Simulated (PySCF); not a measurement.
**Gas-phase thermal properties of HPO3**

Method: PySCF energies (xtb for GFN2) plus ideal-gas RRHO corrections (1 bar). 6-31G* has spherical d functions here. All species are closed-shell singlets. B3LYP is the form with VWN-RPA correlation. HPO3: computed as isolated molecules; such fragments, hydroxides, amides, oligomers or adducts are transient or little studied in the gas. The harmonic model lacks anharmonicity and excited electronic states, which grow with temperature; levels with a mode under 35 cm⁻¹ are left out. Internal rotation in HPO3 is treated as a harmonic vibration of one conformer, which makes the entropy rough.

| level | point group | σ | ZPE (kJ/mol) | S°298 (J/mol/K) | Cp298 (J/mol/K) | S°1000 (J/mol/K) | H1000 − H298 (kJ/mol) |
|---|---|---|---|---|---|---|---|
| B3LYP/6-31G* | Cs | 1 | 59.9 | 281.0 | 61.5 | 376.5 | 57.6 |
| GFN2-xTB | Cs | 1 | 56.7 | 282.5 | 63.6 | 380.0 | 58.7 |
| HF/6-31G* | Cs | 1 | 66.6 | 276.6 | 57.5 | 368.2 | 55.5 |
| PBE/def2-SVP | Cs | 1 | 57.9 | 282.5 | 62.9 | 379.4 | 58.3 |
| PBE0/def2-TZVP | Cs | 1 | 61.8 | 279.2 | 60.2 | 373.6 | 57.0 |
σ: rotational symmetry number. Electronic degeneracy used: 1. Frequencies are unscaled.
